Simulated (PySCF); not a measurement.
Molfile (atoms numbered from 1):
```
C4H3OS
     RDKit          3D

  9  9  0  0  0  0  0  0  0  0999 V2000
    2.5708    0.6758   -0.1529 O   0  0  0  0  0  0  0  0  0  0  0  0
    1.3706    0.4231   -0.0901 C   0  0  0  0  0  0  0  0  0  0  0  0
    0.6261   -0.7668    0.0539 C   0  0  0  0  0  0  0  0  0  0  0  0
   -0.7844   -0.6131    0.0805 C   0  0  0  0  0  0  0  0  0  0  0  0
   -1.2427    0.6735   -0.0356 C   0  0  0  0  0  0  0  0  0  0  0  0
    0.0852    1.7943   -0.1882 S   0  0  0  0  0  0  0  0  0  0  0  0
    1.1455   -1.7246    0.1349 H   0  0  0  0  0  0  0  0  0  0  0  0
   -1.4657   -1.4651    0.1869 H   0  0  0  0  0  0  0  0  0  0  0  0
   -2.2783    1.0149   -0.0398 H   0  0  0  0  0  0  0  0  0  0  0  0
  1  2  1  0
  2  3  2  0
  3  4  1  0
  4  5  2  0
  5  6  1  0
  6  2  1  0
  3  7  1  0
  4  8  1  0
  5  9  1  0
M  CHG  1   1  -1
M  END
```

Geometry: PBE0-D3(BJ)/def2-SVP; GIAO shifts from PySCF 2.14, gas phase, non-relativistic, averaged over equivalent atoms.

At PBE0/pcSseg-1 (124 basis functions, 7.1 s wall time on 1 thread of an x86-64 server CPU, shared host):
```
atoms  δ (ppm)
   O1    339.7
   C2    187.9
   C4    126.8
   C5     92.4
   C3     83.2
   S6    162.4
   H8     5.74
   H9     4.40
   H7     4.11
```

Scale: ¹⁷O (σ = 334.56 ppm) vs H2O; ¹³C (σ = 184.41 ppm), ¹H (σ = 31.27 ppm) against TMS; ³³S (σ = 495.66 ppm) against CS2 (reference shieldings calculated alike).

Question: What do these become at B97-2/pcSseg-2?

Answer: 
```tsv
atoms	δ at B97-2/pcSseg-2	change
O1	314.4	-25.3
C2	193.7	+5.8
C4	128.3	+1.5
C5	93.9	+1.5
C3	84.8	+1.6
S6	189.2	+26.8
H8	6.15	+0.41
H9	4.77	+0.37
H7	4.47	+0.36
```

δ = σ(ref) − σ, references computed at the same level: H2O for ¹⁷O (326.24 ppm); ¹³C (183.46 ppm), ¹H (31.36 ppm) vs TMS; ³³S (507.25 ppm) against CS2.

The largest change is at S6 (aromatic ring sulfur). Cost: 265 basis functions, 21 s wall time on 1 thread of an x86-64 server CPU, shared host. The order of the carbon signals is the same at both levels.

Unscaled 17O shifts of doubly bonded oxygen tend to come out too high, by tens of ppm or more. Experimental scales use liquid or dissolved standards, which lie at an offset from isolated H2O (liquid H2O: subtract about 36 ppm).
